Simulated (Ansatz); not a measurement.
fcc Ag, relaxed in Ansatz (plane waves) with several semilocal functionals. Each gives its own volume and its own elastic constant C11:

```csv
level,V0 (Å³/atom),elastic constant C11 (GPa),ln V0,ln C11
LDA,16.012,168.9,2.7733,5.1293
PBEsol,16.657,145.4,2.8128,4.9795
PBE,17.838,111.1,2.8813,4.7104
```

Fit a straight line to ln C11 against ln V0. What does it predict for r²SCAN, whose volume is 17.280 Å³/atom?

With x = ln V0 and y = ln C11: means 2.82247 and 4.93973; Σ(Δx Δy) = -0.02320, Σ(Δx²) = 0.005972, so the slope is -3.88. At x = 2.8495 the line gives y = 4.93973 + (-3.88) × (2.8495 − 2.82247) = 4.8349, or 125.8 GPa. The run with r²SCAN gives 124.0 GPa, -1.4 % from the line. The rows used scatter about it by up to 0.2 %, while the largest value lies 52 % above the smallest.

Measured: 131 GPa (measured, 0 K, low-temperature values given for 0 K; zero-point effects included; as tabulated in Li et al. (2021), arXiv:2102.01972).

Ansatz's density-functional and Hartree–Fock values are scalar-relativistic unless marked +SOC, with PAW data made under PBE.

Ansatz is a program for electronic structure.
